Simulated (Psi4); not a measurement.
Reaction (SMILES): ClCCl → Cl[CH-]Cl + H+
B3LYP-D3(BJ)/def2-TZVP geometries, fixed; electronic energies without zero-point terms.

Effect of the integral screening threshold at MP2/cc-pV(T+d)Z with Psi4, against the last row, where the deprotonation energy is 391.56 kcal/mol. Cores are frozen.

```csv
setting,largest shift of a total energy (mEh),shift of the deprotonation energy (kcal/mol)
ints_tolerance: 1e-6,0.003,-0.001
ints_tolerance: 1e-8,0.000,0.000
ints_tolerance: 1e-10,0.000,0.000
ints_tolerance: 1e-14,0.000,0.000
```

Within 0.02 kcal/mol in the deprotonation energy: ints_tolerance: 1e-6; ints_tolerance: 1e-8; ints_tolerance: 1e-10. The largest shift is 0.003 mEh in a total energy and 0.001 kcal/mol in the difference.
